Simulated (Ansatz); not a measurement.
SiH2SF (SMILES F[SiH2][S-]) (charge -1), singlet: a trajectory.

in.yaml

```yaml
crystal:
  periodic: [false, false, false]
  atoms:
    - {symbol: F, position_ang: [-0.335580, -0.000270, 1.557720]}
    - {symbol: Si, position_ang: [0.034390, -0.018750, -0.051190]}
    - {symbol: S, position_ang: [-1.129860, 1.122070, -1.247050]}
    - {symbol: H, position_ang: [-0.023270, -1.472300, -0.289120]}
    - {symbol: H, position_ang: [1.454320, 0.369250, 0.029640]}
basis:
  gaussian: {orbitals: cc-pVDZ}
total_charge: -1
hamiltonian: {xc: pbe, dispersion: d4}
md: {n_steps: 40, timestep: 0.25, temperature: 1500, ensemble: nve, seed: 552, initial_velocities: maxwell_boltzmann}
```

Run by:

```bash
ansatz run in.yaml --threads 2 --pin off --events-out ev --progress --plain --max-ram 3481MiB
```

What Ansatz 0.2.0 printed:

```
Functional definition: PBE
  name "PBE"
  cite "Perdew, Burke & Ernzerhof, Phys. Rev. Lett. 77, 3865 (1996) doi:10.1103/PhysRevLett.77.3865"
  parent pbe
  parameter kappa = 0.804
  parameter beta = 0.06672455060314922
  exchange = pbe_x(kappa = kappa, mu = beta*pi^2/3)
  correlation = pbe_c(beta = beta)
741 factors; their error is unknown
mean field evaluation 1: about -21451.9708 eV, gradient 3.4e1 eV
mean field evaluation 2: about -21445.2049 eV, gradient 6.6e1 eV
mean field evaluation 4: about -21454.4602 eV, gradient 6.3e0 eV
mean field evaluation 8: about -21454.5627 eV, gradient 2.6e-2 eV
mean field -21454.56266055 eV, -788.4406353504 hartree, gradient 4.1e-5 eV, S^2 0.000000; 0 other end points of the search recorded, 0 dependent functions left out
the calculation of the forces begins
reference -21454.56269057 eV, -788.4406364536 hartree; 21, 21 occupied and 39, 39 virtual orbitals, 741 factors
md step     0: t =     0.00 fs  T =  1500.0 K  F+E_penalty+E_count = -21454.67511313 eV  E_kin = 0.581670 eV  conserved = -21454.09344313 eV  (23 SCF iters)
md step     1: t =     0.25 fs  T =  1452.2 K  F+E_penalty+E_count = -21454.65656048 eV  E_kin = 0.563145 eV  conserved = -21454.09341571 eV  (25 SCF iters)
md step     2: t =     0.50 fs  T =  1397.9 K  F+E_penalty+E_count = -21454.63545715 eV  E_kin = 0.542081 eV  conserved = -21454.09337578 eV  (25 SCF iters)
md step     3: t =     0.75 fs  T =  1338.8 K  F+E_penalty+E_count = -21454.61247403 eV  E_kin = 0.519149 eV  conserved = -21454.09332505 eV  (25 SCF iters)
md step     4: t =     1.00 fs  T =  1276.9 K  F+E_penalty+E_count = -21454.58844126 eV  E_kin = 0.495175 eV  conserved = -21454.09326621 eV  (25 SCF iters)
md step     5: t =     1.25 fs  T =  1214.9 K  F+E_penalty+E_count = -21454.56430481 eV  E_kin = 0.471101 eV  conserved = -21454.09320334 eV  (25 SCF iters)
md step     6: t =     1.50 fs  T =  1155.1 K  F+E_penalty+E_count = -21454.54106359 eV  E_kin = 0.447922 eV  conserved = -21454.09314146 eV  (25 SCF iters)
md step     7: t =     1.75 fs  T =  1100.1 K  F+E_penalty+E_count = -21454.51969241 eV  E_kin = 0.426606 eV  conserved = -21454.09308603 eV  (25 SCF iters)
md step     8: t =     2.00 fs  T =  1052.2 K  F+E_penalty+E_count = -21454.50105896 eV  E_kin = 0.408017 eV  conserved = -21454.09304224 eV  (24 SCF iters)
md step     9: t =     2.25 fs  T =  1013.0 K  F+E_penalty+E_count = -21454.48584491 eV  E_kin = 0.392831 eV  conserved = -21454.09301432 eV  (24 SCF iters)
md step    10: t =     2.50 fs  T =   983.7 K  F+E_penalty+E_count = -21454.47448203 eV  E_kin = 0.381477 eV  conserved = -21454.09300496 eV  (24 SCF iters)
md step    11: t =     2.75 fs  T =   964.7 K  F+E_penalty+E_count = -21454.46711213 eV  E_kin = 0.374097 eV  conserved = -21454.09301465 eV  (25 SCF iters)
md step    12: t =     3.00 fs  T =   955.5 K  F+E_penalty+E_count = -21454.46357765 eV  E_kin = 0.370536 eV  conserved = -21454.09304202 eV  (25 SCF iters)
md step    13: t =     3.25 fs  T =   955.1 K  F+E_penalty+E_count = -21454.46344272 eV  E_kin = 0.370359 eV  conserved = -21454.09308382 eV  (25 SCF iters)
md step    14: t =     3.50 fs  T =   961.6 K  F+E_penalty+E_count = -21454.46604228 eV  E_kin = 0.372907 eV  conserved = -21454.09313548 eV  (25 SCF iters)
md step    15: t =     3.75 fs  T =   973.1 K  F+E_penalty+E_count = -21454.47055104 eV  E_kin = 0.377359 eV  conserved = -21454.09319179 eV  (25 SCF iters)
md step    16: t =     4.00 fs  T =   987.2 K  F+E_penalty+E_count = -21454.47606280 eV  E_kin = 0.382815 eV  conserved = -21454.09324758 eV  (25 SCF iters)
md step    17: t =     4.25 fs  T =  1001.5 K  F+E_penalty+E_count = -21454.48166957 eV  E_kin = 0.388371 eV  conserved = -21454.09329828 eV  (25 SCF iters)
md step    18: t =     4.50 fs  T =  1014.0 K  F+E_penalty+E_count = -21454.48653189 eV  E_kin = 0.393191 eV  conserved = -21454.09334050 eV  (25 SCF iters)
md step    19: t =     4.75 fs  T =  1022.6 K  F+E_penalty+E_count = -21454.48993360 eV  E_kin = 0.396562 eV  conserved = -21454.09337204 eV  (25 SCF iters)
md step    20: t =     5.00 fs  T =  1026.2 K  F+E_penalty+E_count = -21454.49131797 eV  E_kin = 0.397926 eV  conserved = -21454.09339149 eV  (25 SCF iters)
md step    21: t =     5.25 fs  T =  1023.5 K  F+E_penalty+E_count = -21454.49030664 eV  E_kin = 0.396907 eV  conserved = -21454.09339937 eV  (25 SCF iters)
md step    22: t =     5.50 fs  T =  1014.2 K  F+E_penalty+E_count = -21454.48669927 eV  E_kin = 0.393303 eV  conserved = -21454.09339649 eV  (25 SCF iters)
md step    23: t =     5.75 fs  T =   998.2 K  F+E_penalty+E_count = -21454.48046175 eV  E_kin = 0.387078 eV  conserved = -21454.09338419 eV  (25 SCF iters)
md step    24: t =     6.00 fs  T =   975.7 K  F+E_penalty+E_count = -21454.47170523 eV  E_kin = 0.378340 eV  conserved = -21454.09336492 eV  (25 SCF iters)
md step    25: t =     6.25 fs  T =   947.2 K  F+E_penalty+E_count = -21454.46065705 eV  E_kin = 0.367317 eV  conserved = -21454.09334029 eV  (25 SCF iters)
md step    26: t =     6.50 fs  T =   913.7 K  F+E_penalty+E_count = -21454.44763261 eV  E_kin = 0.354320 eV  conserved = -21454.09331234 eV  (25 SCF iters)
md step    27: t =     6.75 fs  T =   876.1 K  F+E_penalty+E_count = -21454.43300566 eV  E_kin = 0.339723 eV  conserved = -21454.09328262 eV  (25 SCF iters)
md step    28: t =     7.00 fs  T =   835.3 K  F+E_penalty+E_count = -21454.41718306 eV  E_kin = 0.323930 eV  conserved = -21454.09325301 eV  (25 SCF iters)
md step    29: t =     7.25 fs  T =   792.6 K  F+E_penalty+E_count = -21454.40058158 eV  E_kin = 0.307357 eV  conserved = -21454.09322421 eV  (25 SCF iters)
md step    30: t =     7.50 fs  T =   748.9 K  F+E_penalty+E_count = -21454.38361208 eV  E_kin = 0.290415 eV  conserved = -21454.09319686 eV  (25 SCF iters)
md step    31: t =     7.75 fs  T =   705.3 K  F+E_penalty+E_count = -21454.36666736 eV  E_kin = 0.273495 eV  conserved = -21454.09317194 eV  (25 SCF iters)
md step    32: t =     8.00 fs  T =   662.7 K  F+E_penalty+E_count = -21454.35011208 eV  E_kin = 0.256963 eV  conserved = -21454.09314937 eV  (25 SCF iters)
md step    33: t =     8.25 fs  T =   621.9 K  F+E_penalty+E_count = -21454.33427807 eV  E_kin = 0.241149 eV  conserved = -21454.09312949 eV  (25 SCF iters)
md step    34: t =     8.50 fs  T =   583.7 K  F+E_penalty+E_count = -21454.31945911 eV  E_kin = 0.226347 eV  conserved = -21454.09311246 eV  (25 SCF iters)
md step    35: t =     8.75 fs  T =   548.8 K  F+E_penalty+E_count = -21454.30590749 eV  E_kin = 0.212809 eV  conserved = -21454.09309841 eV  (22 SCF iters)
md step    36: t =     9.00 fs  T =   517.7 K  F+E_penalty+E_count = -21454.29383142 eV  E_kin = 0.200744 eV  conserved = -21454.09308744 eV  (21 SCF iters)
md step    37: t =     9.25 fs  T =   490.8 K  F+E_penalty+E_count = -21454.28339338 eV  E_kin = 0.190314 eV  conserved = -21454.09307955 eV  (21 SCF iters)
md step    38: t =     9.50 fs  T =   468.4 K  F+E_penalty+E_count = -21454.27471017 eV  E_kin = 0.181635 eV  conserved = -21454.09307490 eV  (21 SCF iters)
md step    39: t =     9.75 fs  T =   450.7 K  F+E_penalty+E_count = -21454.26785303 eV  E_kin = 0.174780 eV  conserved = -21454.09307282 eV  (25 SCF iters)
md step    40: t =    10.00 fs  T =   437.8 K  F+E_penalty+E_count = -21454.26285166 eV  E_kin = 0.169778 eV  conserved = -21454.09307328 eV  (25 SCF iters)
Total energy: -21454.26288209 eV, -788.4296186949 hartree
Atom 0 at    -0.384052     0.010229     1.531102 Å, force     0.402726     0.361574     1.143033 eV/Å
Atom 1 at     0.059899     0.016923    -0.078679 Å, force     0.552951    -3.074268     0.235158 eV/Å
Atom 2 at    -1.118986     1.093416    -1.202271 Å, force    -1.220382     1.697699    -1.610058 eV/Å
Atom 3 at    -0.348055    -1.662823    -0.224537 Å, force     1.015026     1.338710    -0.100846 eV/Å
Atom 4 at     1.636110     0.279309    -0.191602 Å, force    -0.750320    -0.323715     0.332714 eV/Å
Dipole moment:     0.218795     0.008516     0.260865 e Å

[the SCF lines of later steps are left out]
```

The lines “mean field evaluation” count trial sets of orbitals through the whole run, from several starts and some on an approximate energy, so they need not fall steadily or lie above the final value.

Hardware: 2 CPU threads of an Arm Neoverse V2, shared host. Wall time about 22 s.
